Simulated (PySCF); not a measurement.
# Adding and removing an electron: BP

ROHF-MP2; B def2-TZVPPD, P def2-TZVPPD; no relativity (PySCF 2.14). Neutral (ROHF): triplet (σ ↑, π ↑), Re = 1.745 Å, ωe = 976 cm⁻¹, De = 3.26 eV.

BP⁺ (UHF): quartet (σ ↑, π ↑↑), Re = 1.839 Å, ωe = 804 cm⁻¹, De = 2.27 eV to B⁺ + P. The energies at the minima are -365.48919 hartree for BP and -365.14921 for BP⁺.

Task: Work out the adiabatic ionisation energy, without and with harmonic zero-point energies (1 hartree = 27.2114 eV, 1 eV = 8065.5 cm⁻¹), and the change of the bond length.

Result: At MP2: 0.33998 hartree = 9.251 eV between the minima; the zero-point term (804.0 − 976.0)/2 cm⁻¹ = -0.011 eV makes it 9.241 eV. Re changes by +9.4 pm against the neutral. The electron leaves a π orbital, and the longer bond of the ion fits a bonding orbital, or a change in how ionic the bond is.

BP⁻ (ROHF): doublet (σ ↑), Re = 1.709 Å, ωe = 1019 cm⁻¹. The energies at the minima are -365.48919 hartree for BP and -365.58840 for BP⁻.

Task: Work out the adiabatic electron affinity, without and with harmonic zero-point energies (1 hartree = 27.2114 eV, 1 eV = 8065.5 cm⁻¹), and the change of the bond length.

Result: At ROHF-MP2: 0.09921 hartree = 2.700 eV between the minima; the zero-point term (976.0 − 1019.0)/2 cm⁻¹ = -0.003 eV makes it 2.697 eV. Re changes by -3.6 pm against the neutral. The electron enters a π orbital, and the shorter bond of the ion fits a bonding orbital, or a change in how ionic the bond is.

Correlated steps freeze 6 core orbitals. UHF and ROHF references stand side by side, which adds small steps between rows. For an ion De counts to the pair picked by the measured ionisation energies or electron affinities, which need not be the lowest pair at this level. States were picked by a PBE0 search and need not be the measured ground states.

Neutral and ion stand on different kinds of reference determinant, which adds to the error of the difference.
